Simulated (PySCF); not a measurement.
## Structure from NMR data

An unknown has the formula CHNO. Its calculated NMR data are:

¹H NMR (400 MHz, computed): δ 2.80 (br s, 1H).

¹³C{¹H} NMR (computed): δ 137.3 (C).

PySCF 2.14.0 with density-fitted response routines calculation with geometry: PBE0-D3(BJ)/def2-TZVP and shieldings: GIAO B97-2/pcSseg-2; gas phase, one computed conformer, relativity neglected.

Referencing at the same level of theory: ¹H, ¹³C vs TMS.

Question: Propose a structure and justify it.

Answer: 
- The formula gives 2 degrees of unsaturation (no ring in the answer).
- Carbon types of the structure: 1 × C, leaving 1 H on heteroatoms.
- δC 137.3: central carbon of a heterocumulene.
- δH 2.80: hydrogen on a heterocumulene nitrogen; exchangeable; this is the value without hydrogen bonding to other molecules.

Structure: SMILES N=C=O.

OH and NH positions are those of a molecule without intermolecular hydrogen bonds; in solution they move with solvent, concentration and temperature, and exchange usually removes their couplings. Shifts are as computed. Against solution values, carbons near 30 ppm lie about +3 ppm off and those near 130 ppm about +7 ppm. Of 1211 compounds with measured shifts, 218 miss one by over three times the rms of a fit or turn the order of signals round; such compounds aren't used in these exercises.
